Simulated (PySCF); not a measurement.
# SiH2Cl, step by step

Aim: a series of 17 runs (UPBE0-D4/def2-TZVP, UCCSD(T)/aug-cc-pVDZ, USVWN5/aug-cc-pVDZ, UPBE/aug-cc-pVDZ, UBLYP/aug-cc-pVDZ, U-revPBE/aug-cc-pVDZ, UTPSS/aug-cc-pVDZ, U-r2SCAN/aug-cc-pVDZ, and more) of ClH2Si. The job is set up through a Python script.

The calculation is run with PySCF 2.14.0.

## 1. Starting point

The species is SiH2Cl (4 atoms), meant as a doublet with charge 0. The shape is cut from that of the parent molecule. The run starts from this shape.

Bond lengths: Si1–Cl2 2.022 Å, Si1–H3 1.517 Å, Si1–H4 1.481 Å. Angles: Cl2–Si1–H3 107.5°, Cl2–Si1–H4 109.5°, H3–Si1–H4 109.2°.

## 2. A structure relaxation at UPBE0-D4/def2-TZVP (density fitting with def2-universal-jkfit) (run 1)

input.xyz reads:

```xyz
4
ClH2Si
Si    -0.096025     0.026388    -0.053971
Cl     1.814233    -0.511765     0.331705
H     -0.954278    -0.491799     1.084844
H     -0.540344    -0.598284    -1.321237
```

job.py reads:

```python
from pyscf import gto, dft
from pyscf.geomopt.geometric_solver import kernel as optimise

mol = gto.Mole()
mol.atom = 'input.xyz'
mol.basis = 'def2-tzvp'
mol.max_memory = 1860
mol.spin = 1
mol.verbose = 3
mol.build()

mf = dft.UKS(mol, xc='pbe0')
mf = mf.density_fit(auxbasis='def2-universal-jkfit')
mf.conv_tol = 1e-09
mf.grids.level = 4
mf.max_cycle = 100
mf.disp = 'd4'
converged, mol_eq = optimise(mf, maxsteps=80)
print('converged:', converged)
print(mol_eq.tostring())

mf.reset(mol_eq)
mol = mol_eq
mf.kernel()
e_tot = mf.e_tot
print('Final energy', e_tot)
```

On the command line:

```bash
$ OMP_NUM_THREADS=1 python job.py
```

The program printed:

```text
<dir> SyntaxWarning: invalid escape sequence '\W'
  S = {(paw_set(r)[0], bool(re.search(r"spin_orbit\W+true|paw_fr", str((r.get("files") or {}).get("input") or "")) or re.search("(?i)spin.orbit\W+(value\W+)?(true|yes)|value\W+spin-orbit", json.dumps(r.get("inputs"), default=str)))) for r in records}

[... 23 lines left out ...]
> Will converge when all 5 criteria are reached:
[... 17 lines left out ...]
converged SCF energy = -750.633518542496  <S^2> = 0.75234347  2S+1 = 2.0023421
[... 18 lines left out ...]
converged SCF energy = -750.634190298383  <S^2> = 0.75235872  2S+1 = 2.0023573
[... 37 lines left out ...]
converged SCF energy = -750.634262952873  <S^2> = 0.75235422  2S+1 = 2.0023528
[... 29 lines left out ...]
Converged! =D
[... 1 line left out ...]
converged: True
Si         -0.11703006        0.01206471       -0.03924481
Cl          1.83406447       -0.51236522        0.32666652
H          -0.95813986       -0.48033122        1.08428892
H          -0.53526921       -0.59497651       -1.33104079

WARN: HOMO -0.172652441026205 >= LUMO -0.172652441026202

converged SCF energy = -750.634263077139  <S^2> = 0.75235401  2S+1 = 2.0023526
Final energy -750.6342630771389
```

Wall time 87 s (1 thread of Arm Neoverse N1, shared host); peak memory 0.84 GiB.

Step by step:

```csv
step,energy from the first frame kept (eV),largest force (eV/Å)
0,0.0000,0.9554
1,-0.0183,0.2759
2,-0.0200,0.0755
3,-0.0203,0.0048
4,-0.0203,0.0010
```

After the run. Bond lengths: Si1–Cl2 2.053 Å, Si1–H3 1.487 Å, Si1–H4 1.487 Å. Angles: Cl2–Si1–H3 108.6°, Cl2–Si1–H4 108.5°, H3–Si1–H4 111.2°.

## 3. Fragment B of bond 5-1: the energy at UCCSD(T)/aug-cc-pVDZ (run 2)

run.py reads:

```python
from pyscf import gto, cc

system = gto.M(
    atom='Si -0.117030 0.012065 -0.039245; Cl 1.834064 -0.512365 0.326667; H -0.958140 -0.480331 1.084289; H -0.535269 -0.594977 -1.331041',
    basis='aug-cc-pvdz',
    spin=1,
    max_memory=1860,
    verbose=3,
    charge=0,
)

mf = system.UHF()
mf.conv_tol = 1e-10
mf.kernel()
if not mf.converged:
    mf = mf.newton().run(mf.mo_coeff, mf.mo_occ)

mycc = cc.CCSD(mf, frozen=10)
mycc.kernel()
e_t = mycc.ccsd_t()
etot = mycc.e_tot + e_t
print('E(%s) = %.9f' % ('CCSD(T)', etot))
```

On the command line:

```bash
$ OMP_NUM_THREADS=1 python run.py
```

The program printed:

```text
<dir> SyntaxWarning: invalid escape sequence '\W'
  S = {(paw_set(r)[0], bool(re.search(r"spin_orbit\W+true|paw_fr", str((r.get("files") or {}).get("input") or "")) or re.search("(?i)spin.orbit\W+(value\W+)?(true|yes)|value\W+spin-orbit", json.dumps(r.get("inputs"), default=str)))) for r in records}

converged SCF energy = -749.607135779397  <S^2> = 0.75408084  2S+1 = 2.0040767
E(UCCSD) = -749.872368650691  E_corr = -0.2652328712943688
UCCSD(T) correction = -0.0071666074623491
E(CCSD(T)) = -749.879535258
```

Wall time 32 s (1 thread of Arm Neoverse N1, shared host); peak memory 0.76 GiB.

Run 3 isn't shown in full; the table further down has it.

## 4. Fragment B of bond 5-1: a single-point energy at UPBE/aug-cc-pVDZ (run 4)

mol.xyz reads:

```xyz
4
ClH2Si
Si    -0.117030     0.012065    -0.039245
Cl     1.834064    -0.512365     0.326667
H     -0.958140    -0.480331     1.084289
H     -0.535269    -0.594977    -1.331041
```

calc.py reads:

```python
from pyscf import gto, dft

system = gto.M(
    atom='mol.xyz',
    spin=1,
    verbose=3,
    max_memory=1860,
    basis='aug-cc-pvdz',
    charge=0,
)

ks = dft.UKS(system, xc='pbe')
ks.grids.level = 5
ks.conv_tol = 1e-10
ks.kernel()
if not ks.converged:
    ks = ks.newton().run(ks.mo_coeff, ks.mo_occ)

e_final = ks.e_tot
print('E = %.10f Eh' % e_final)
```

On the command line:

```bash
$ OMP_NUM_THREADS=1 python calc.py
```

The program printed:

```text
<dir> SyntaxWarning: invalid escape sequence '\W'
  S = {(paw_set(r)[0], bool(re.search(r"spin_orbit\W+true|paw_fr", str((r.get("files") or {}).get("input") or "")) or re.search("(?i)spin.orbit\W+(value\W+)?(true|yes)|value\W+spin-orbit", json.dumps(r.get("inputs"), default=str)))) for r in records}

converged SCF energy = -750.543341097872  <S^2> = 0.75184474  2S+1 = 2.0018439
E = -750.5433410979 Eh
```

Wall time 19 s (1 thread of Arm Neoverse N1, shared host); peak memory 0.36 GiB.

Runs 5 to 16 aren't shown in full; the table further down has their settings and results.

## 5. Fragment B of bond 5-1: a single-point energy at UB2PLYP/aug-cc-pVDZ (run 17)

run.py reads:

```python
from pyscf import gto, dft, mp

mol = gto.M(
    atom=[
    ('Si', (-0.117030, 0.012065, -0.039245)),
    ('Cl', (1.834064, -0.512365, 0.326667)),
    ('H', (-0.958140, -0.480331, 1.084289)),
    ('H', (-0.535269, -0.594977, -1.331041)),
],
    max_memory=1860,
    verbose=3,
    spin=1,
    basis='aug-cc-pvdz',
)

calc0 = dft.UKS(mol)
calc0.xc = '0.53*HF + 0.47*B88, 0.73*LYP'
calc0.conv_tol = 1e-10
calc0.grids.level = 5
calc0.kernel()
if not calc0.converged:
    calc0 = calc0.newton().run(calc0.mo_coeff, calc0.mo_occ)

pt = mp.MP2(calc0, frozen=10).run()
energy = calc0.e_tot + 0.27 * pt.e_corr
print('PT2 part  %.8f' % (0.27 * pt.e_corr))
print('Final energy', energy)
```

On the command line:

```bash
$ OMP_NUM_THREADS=1 python run.py
```

The program printed:

```text
<dir> SyntaxWarning: invalid escape sequence '\W'
  S = {(paw_set(r)[0], bool(re.search(r"spin_orbit\W+true|paw_fr", str((r.get("files") or {}).get("input") or "")) or re.search("(?i)spin.orbit\W+(value\W+)?(true|yes)|value\W+spin-orbit", json.dumps(r.get("inputs"), default=str)))) for r in records}

converged SCF energy = -750.536922963315  <S^2> = 0.75264814  2S+1 = 2.0026464
E(UMP2) = -750.827068168146  E_corr = -0.290145204830549
E(SCS-UMP2) = -750.82561128692  E_corr = -0.28868832360491
PT2 part  -0.07833921
Final energy -750.6152621686193
```

Run time: 20 s. Hardware: 1 thread of Arm Neoverse N1, shared host; peak memory 0.36 GiB.

## 6. Overview of the runs

```csv
run,level,task,integral approximation,energy (Eh),dipole moment (D) of the reference,HOMO energy (eV),LUMO energy (eV),wall time
1,UPBE0-D4/def2-TZVP (density fitting with def2-universal-jkfit),optimise,def2-universal-jkfit,-750.634263,1.12,-6.54,-2.77,87 s
2,UCCSD(T)/aug-cc-pVDZ,energy,none,-749.879535,1.47,-9.50,0.52,32 s
3,USVWN5/aug-cc-pVDZ,energy,none,-748.219039,1.09,-5.37,-4.18,12 s
4,UPBE/aug-cc-pVDZ,energy,none,-750.543341,1.08,-5.43,-3.78,19 s
5,UBLYP/aug-cc-pVDZ,energy,none,-750.874077,1.07,-5.22,-3.82,18 s
6,U-revPBE/aug-cc-pVDZ,energy,none,-750.743387,1.07,-5.42,-3.65,18 s
7,UTPSS/aug-cc-pVDZ,energy,none,-750.935096,1.11,-5.60,-3.71,37 s
8,U-r2SCAN/aug-cc-pVDZ,energy,none,-750.829914,1.16,-5.78,-3.29,39 s
9,UM06-L/aug-cc-pVDZ,energy,none,-750.882241,1.26,-5.55,-3.73,36 s
10,UPBE0/aug-cc-pVDZ,energy,none,-750.613059,1.22,-6.58,-2.87,18 s
11,UB3LYP/aug-cc-pVDZ,energy,none,-750.922896,1.20,-6.29,-3.28,19 s
12,UBHLYP/aug-cc-pVDZ,energy,none,-750.888509,1.34,-7.53,-2.11,20 s
13,UM06-2X/aug-cc-pVDZ,energy,none,-750.840314,1.35,-7.43,-2.63,36 s
14,UCAM-B3LYP/aug-cc-pVDZ,energy,none,-750.901814,1.28,-7.79,-2.01,26 s
15,U-wB97X/aug-cc-pVDZ,energy,none,-750.875630,1.30,-8.76,-1.49,26 s
16,U-wB97M-V/aug-cc-pVDZ,energy,none,-750.834006,1.24,-8.33,-1.29,71 s
17,UB2PLYP/aug-cc-pVDZ,energy,none,-750.615262,1.34,-7.56,-1.68,20 s
```

## 7. What came out

| quantity | value |
| --- | --- |
| fragment B of bond 5-1, run 17: total energy | -750.61526 Eh |
| fragment B of bond 5-1, run 17: dipole moment (SCF part) | 1.34 D |
| fragment B of bond 5-1, run 17: HOMO energy (SCF part's orbitals) (highest over α and β) | -7.56 eV |
| fragment B of bond 5-1, run 17: LUMO energy (SCF part's orbitals) (lowest over α and β) | -1.68 eV |
| fragment B of bond 5-1, run 17: ⟨S²⟩ | 0.753 |

What this shows: Over runs 3, 4, 5, 6, 7, 8, 9, 10, 11, 12, 13, 14, 15, 16, 17 the dipole moment (its size) runs from 1.07 D (UBLYP/aug-cc-pVDZ) to 1.35 D (UM06-2X/aug-cc-pVDZ). Totals of different functionals can't be ranked against each other. All runs together took 8.9 min, the longest 87 s.
